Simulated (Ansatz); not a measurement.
**HPN, quartet: the ladder up to UCCSDTQ**

Geometry: a PBE0/def2-TZVP stationary point for this spin, not checked as a minimum. The doublet lies 1.8 eV lower here.

```xyz
3

N     0.0000    0.0521    1.2556
P     0.0000   -0.0674   -0.5434
H     0.0000    1.3455   -0.7511
```

Basis cc-pVDZ; Ansatz 0.2.0. Only valence electrons are correlated (noble-gas cores frozen), which leaves 11 electrons in 31 orbitals. Prefix R: restricted or restricted open-shell reference; prefix U: unrestricted. Active spaces: valence = (11e, 9o) chosen from the atoms' valence shells.

Full CI isn't at hand for all of this; UCCSDTQ serves as the reference, and is uncertain by the last step of the cluster series or more. The frozen core follows each run's orbitals, which can shift R against U totals by a few meV.

For open shells CISD is restricted-active-space CI with the open shells as a complete middle space.

The UHF ⟨S²⟩ is 3.786 and the T1 diagnostic (RCCSD) is 0.0265. The largest doubles amplitude (RCCSD) is 0.039. The T1 diagnostic (UCCSD) is 0.0212.

**Question.** From what is known of these methods and the diagnostics, rank them by the size of their error in total energy against UCCSDTQ in cc-pVDZ, smallest first (an estimate: the text doesn't fix the numbers).
A. UCCSD
B. RMP2
C. CISD
D. NEVPT2 (valence space)
E. BCCD(T)

**Answer.** E (1.71 mEh), A (7.53 mEh), C (23.73 mEh), D (40.56 mEh), B (45.14 mEh).

All errors are against UCCSDTQ in cc-pVDZ. 

Natural occupations of CASSCF (valence space) about the gap: 1.991 1.973 1.957 1.003 1.003 0.997 0.048 0.031; effectively unpaired electrons, Σ n²(2−n)², 3.02.
